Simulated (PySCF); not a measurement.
C₆H₆.
Structure used (PBE0-D3(BJ)/def2-SVP), in Å, numbered top down from 1:
```
atom  x, y, z in Å
C1     2.6566    0.4465    0.1765
C2     1.5417    0.0301   -0.0514
C3     0.2029   -0.4711   -0.3158
C4    -0.6568   -0.8703    0.8734
C5    -1.6238    0.0125    0.5922
C6    -0.9210    0.5847   -0.6116
H7     3.6459    0.8148    0.3745
H8     0.2527   -1.2516   -1.0961
H9    -0.5053   -1.6237    1.6501
H10   -2.5862    0.2441    1.0560
H11   -1.4241    0.4557   -1.5843
H12   -0.5827    1.6282   -0.5195
```

Method: PBE0-D3(BJ)/def2-SVP geometry optimisation, gas phase in PySCF 2.14.0.

Masses are those of the commonest isotopes; rigid-rotor values at the optimised geometry. 

What are A, B and C (GHz)?

Ia = 50.47, Ib = 197.07, Ic = 220.47 u·Å²; 505379 MHz·u·Å²/I gives 10013, 2564 and 2292 MHz, that is A = 10.013, B = 2.5645, C = 2.2923 GHz.

Classify the top.

A near-prolate asymmetric top; Ray's κ = -0.929.

What does the inertial defect say?

Not planar: Δ = Ic − Ia − Ib = -27.08 u·Å². For a rigid frame Δ = −2 Σ m c², so Σ m c² = 13.54 u·Å² lies off the ab plane: 5.56 from hydrogen and 7.98 from heavier atoms. The atom farthest from that plane is 1.71 Å away.

Predict some low-J microwave lines.

The dipole components are |μa| = 0.69 D, |μb| = 0.14 D, |μc| = 0.12 D. Intensities carry the squares of the components, which stand as 1.00 : 0.04 : 0.03 (a : b : c). Some lines, for components of 0.1 D or more:

```csv
type,branch,"J(Ka,Kc)",MHz,lower level (cm⁻¹)
a,R,"1(0,1) ← 0(0,0)",4857,0.000
b,R,"3(0,3) ← 2(1,2)",7358,0.725
b,Q,"1(1,0) ← 1(0,1)",7720,0.162
b,Q,"2(1,1) ← 2(0,2)",8000,0.486
b,Q,"3(1,2) ← 3(0,3)",8433,0.971
a,R,"2(1,2) ← 1(1,1)",9441,0.410
a,R,"2(1,1) ← 1(1,0)",9986,0.420
c,R,"1(1,0) ← 0(0,0)",12577,0.000
a,R,"3(0,3) ← 2(0,2)",14541,0.486
a,R,"3(2,2) ← 2(2,1)",14570,1.498
a,R,"3(2,1) ← 2(2,0)",14600,1.498
a,R,"3(1,2) ← 2(1,1)",14974,0.753
b,R,"2(1,2) ← 1(0,1)",16889,0.162
b,R,"3(1,3) ← 2(0,2)",21341,0.486
b,Q,"3(2,1) ← 3(1,2)",21977,1.252
b,R,"2(2,1) ← 1(1,0)",32330,0.420
c,R,"2(2,0) ← 1(1,0)",32337,0.420
b,R,"3(2,2) ← 2(1,1)",36914,0.753
c,R,"3(2,1) ← 2(1,1)",36951,0.753
b,R,"3(3,1) ← 2(2,0)",52488,1.498
c,R,"3(3,0) ← 2(2,0)",52488,1.498
```

No frequency check. Zero-point vibration and centrifugal distortion are left out.
